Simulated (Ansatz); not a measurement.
Computed with Ansatz.

A structure relaxed at PBE0-D4/def2-TZVP, charge 0, multiplicity 1:

```tsv
atom	x (Å)	y (Å)	z (Å)
C1	-0.220	1.088	-0.843
C2	-0.401	0.316	0.218
C3	0.334	-0.956	0.443
F4	0.948	-0.945	1.687
H5	-0.796	1.994	-0.993
H6	0.511	0.838	-1.605
H7	-1.130	0.584	0.978
H8	-0.350	-1.812	0.433
H9	1.105	-1.107	-0.318
```

Question: Give its formula and SMILES.

Answer: C3H5F, `C=CCF`.

Question: Summarise the bond lengths by kind.

Answer: 2 × C–C 1.324 to 1.486 Å; 5 × C–H 1.084 to 1.096 Å; 1 × C–F 1.387 Å.
